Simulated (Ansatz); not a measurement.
Born–Oppenheimer molecular dynamics of H₅NOSi (8 atoms, charge 0, multiplicity 1). It starts from a relaxed structure.

Level of theory: RKS BHLYP/def2-SVP in Ansatz 0.2.0.

```
ensemble        : NVT, Langevin thermostat
time step       : 0.5 fs
steps asked     : 250
set temperature : 700 K
friction        : 0.02 /fs
masses          : H 3.016 u
seed            : 930155
```

Frames 0.5 fs apart, positions in Å, forces in eV/Å.

Velocities at 75 fs (Å/ps):

```
Si -1.30 -5.48 0.15
O 1.42 8.43 -1.14
H -7.36 0.10 -4.63
H -7.33 10.44 -10.46
N -5.58 -0.22 -8.91
H 24.40 -19.05 -4.82
H -7.51 -1.53 28.44
H 9.38 -1.38 3.62
```

```xyz
8
Properties=species:S:1:pos:R:3:forces:R:3 time_fs=75 energy_less_start_eV=0.351 T=530
Si -0.375 -0.093 0.158 1.25 -1.06 -0.41
O -0.140 0.194 1.771 0.76 -0.34 -0.79
H -0.823 0.745 2.086 -0.97 0.78 0.94
H 0.957 -0.279 -0.515 -0.16 -0.51 0.52
N -1.026 1.257 -0.627 -0.86 -0.07 0.41
H -1.210 1.201 -1.611 -0.07 0.43 -0.12
H -0.874 2.164 -0.236 -0.02 0.42 -0.34
H -1.193 -1.341 0.036 0.06 0.35 -0.22
8
Properties=species:S:1:pos:R:3:forces:R:3 time_fs=75.5 energy_less_start_eV=0.363 T=517
Si -0.375 -0.096 0.158 1.22 -0.84 -0.46
O -0.139 0.198 1.771 0.71 -0.31 -0.78
H -0.827 0.746 2.084 -0.92 0.73 0.92
H 0.952 -0.275 -0.520 -0.11 -0.53 0.52
N -1.029 1.258 -0.631 -0.72 -0.04 0.86
H -1.198 1.192 -1.613 -0.10 0.53 -0.29
H -0.878 2.164 -0.222 -0.08 0.18 -0.55
H -1.188 -1.342 0.038 0.01 0.27 -0.21
8
Properties=species:S:1:pos:R:3:forces:R:3 time_fs=76 energy_less_start_eV=0.377 T=478
Si -0.376 -0.098 0.158 1.16 -0.60 -0.51
O -0.139 0.203 1.770 0.62 -0.25 -0.75
H -0.832 0.747 2.083 -0.83 0.66 0.87
H 0.947 -0.272 -0.523 -0.05 -0.55 0.50
N -1.032 1.259 -0.635 -0.60 -0.07 1.23
H -1.188 1.183 -1.617 -0.11 0.62 -0.39
H -0.882 2.163 -0.209 -0.13 -0.01 -0.74
H -1.180 -1.343 0.039 -0.05 0.20 -0.21
8
Properties=species:S:1:pos:R:3:forces:R:3 time_fs=76.5 energy_less_start_eV=0.391 T=427
Si -0.376 -0.101 0.159 1.11 -0.37 -0.57
O -0.138 0.207 1.769 0.51 -0.18 -0.69
H -0.837 0.748 2.083 -0.73 0.57 0.82
H 0.942 -0.269 -0.526 0.01 -0.56 0.49
N -1.036 1.260 -0.639 -0.52 -0.14 1.44
H -1.178 1.176 -1.623 -0.10 0.71 -0.38
H -0.886 2.161 -0.197 -0.17 -0.15 -0.91
H -1.172 -1.345 0.040 -0.12 0.12 -0.20
8
Properties=species:S:1:pos:R:3:forces:R:3 time_fs=77 energy_less_start_eV=0.405 T=419
Si -0.377 -0.103 0.159 1.07 -0.14 -0.61
O -0.139 0.211 1.768 0.39 -0.09 -0.62
H -0.842 0.749 2.084 -0.60 0.46 0.75
H 0.938 -0.268 -0.527 0.06 -0.56 0.47
N -1.040 1.261 -0.642 -0.46 -0.26 1.54
H -1.170 1.170 -1.629 -0.07 0.79 -0.29
H -0.889 2.158 -0.186 -0.20 -0.23 -1.04
H -1.164 -1.346 0.040 -0.18 0.03 -0.20
8
Properties=species:S:1:pos:R:3:forces:R:3 time_fs=77.5 energy_less_start_eV=0.417 T=420
Si -0.377 -0.106 0.158 1.02 0.08 -0.62
O -0.139 0.216 1.767 0.21 0.03 -0.55
H -0.849 0.750 2.087 -0.42 0.31 0.65
H 0.934 -0.268 -0.528 0.11 -0.56 0.45
N -1.044 1.261 -0.646 -0.40 -0.35 1.65
H -1.161 1.164 -1.635 -0.06 0.87 -0.21
H -0.891 2.155 -0.176 -0.22 -0.32 -1.18
H -1.158 -1.346 0.040 -0.25 -0.06 -0.19
8
Properties=species:S:1:pos:R:3:forces:R:3 time_fs=78 energy_less_start_eV=0.430 T=456
Si -0.377 -0.108 0.157 0.98 0.28 -0.60
O -0.140 0.220 1.766 -0.04 0.19 -0.45
H -0.858 0.751 2.091 -0.16 0.11 0.51
H 0.931 -0.269 -0.529 0.15 -0.55 0.44
N -1.049 1.261 -0.649 -0.34 -0.39 1.75
H -1.151 1.158 -1.641 -0.04 0.94 -0.15
H -0.895 2.154 -0.168 -0.24 -0.44 -1.31
H -1.152 -1.346 0.039 -0.31 -0.15 -0.19
8
Properties=species:S:1:pos:R:3:forces:R:3 time_fs=78.5 energy_less_start_eV=0.444 T=483
Si -0.378 -0.110 0.157 0.93 0.46 -0.58
O -0.141 0.224 1.765 -0.31 0.38 -0.33
H -0.867 0.752 2.096 0.12 -0.10 0.35
H 0.928 -0.270 -0.530 0.19 -0.55 0.42
N -1.054 1.260 -0.652 -0.29 -0.41 1.78
H -1.139 1.153 -1.647 -0.02 1.00 -0.03
H -0.900 2.152 -0.161 -0.25 -0.55 -1.43
H -1.146 -1.347 0.039 -0.36 -0.23 -0.18
8
Properties=species:S:1:pos:R:3:forces:R:3 time_fs=79 energy_less_start_eV=0.461 T=511
Si -0.378 -0.113 0.156 0.84 0.62 -0.55
O -0.142 0.229 1.763 -0.56 0.54 -0.19
H -0.875 0.755 2.100 0.38 -0.30 0.20
H 0.924 -0.272 -0.531 0.25 -0.54 0.39
N -1.060 1.259 -0.654 -0.26 -0.50 1.70
H -1.128 1.148 -1.655 -0.01 1.07 0.16
H -0.906 2.148 -0.153 -0.25 -0.60 -1.52
H -1.141 -1.348 0.041 -0.40 -0.29 -0.18
8
Properties=species:S:1:pos:R:3:forces:R:3 time_fs=79.5 energy_less_start_eV=0.478 T=476
Si -0.378 -0.115 0.156 0.74 0.77 -0.53
O -0.143 0.233 1.762 -0.75 0.67 -0.08
H -0.882 0.756 2.104 0.59 -0.44 0.08
H 0.919 -0.274 -0.531 0.33 -0.54 0.35
N -1.067 1.257 -0.656 -0.23 -0.61 1.62
H -1.116 1.142 -1.661 0.00 1.13 0.32
H -0.911 2.143 -0.148 -0.25 -0.62 -1.59
H -1.136 -1.349 0.042 -0.44 -0.36 -0.18
8
Properties=species:S:1:pos:R:3:forces:R:3 time_fs=80 energy_less_start_eV=0.491 T=438
Si -0.378 -0.117 0.156 0.64 0.90 -0.52
O -0.144 0.237 1.760 -0.88 0.76 0.03
H -0.889 0.758 2.106 0.74 -0.55 0.00
H 0.913 -0.276 -0.529 0.42 -0.53 0.31
N -1.074 1.255 -0.657 -0.19 -0.67 1.56
H -1.104 1.137 -1.666 0.00 1.17 0.44
H -0.916 2.140 -0.145 -0.24 -0.65 -1.64
H -1.133 -1.349 0.043 -0.49 -0.44 -0.17
8
Properties=species:S:1:pos:R:3:forces:R:3 time_fs=80.5 energy_less_start_eV=0.498 T=413
Si -0.379 -0.118 0.156 0.54 0.99 -0.51
O -0.146 0.240 1.758 -1.00 0.84 0.12
H -0.895 0.759 2.106 0.87 -0.63 -0.07
H 0.909 -0.278 -0.527 0.49 -0.53 0.26
N -1.081 1.252 -0.659 -0.16 -0.71 1.44
H -1.092 1.133 -1.671 0.00 1.20 0.58
H -0.923 2.137 -0.145 -0.23 -0.66 -1.66
H -1.131 -1.349 0.045 -0.52 -0.49 -0.17
```

Of the whole run (125 fs, mean temperature of the second half 481 K): The mean temperature of the second half is 31 % below the set value. A run of 0.12 ps of so small a system gives no equilibrium averages.

The run took 7.9 min on 2 threads of Intel(R) Xeon(R) Platinum 8259CL CPU @ 2.50GHz (Skylake/Cascade Lake) (shared host), peak memory 0.15 GiB.
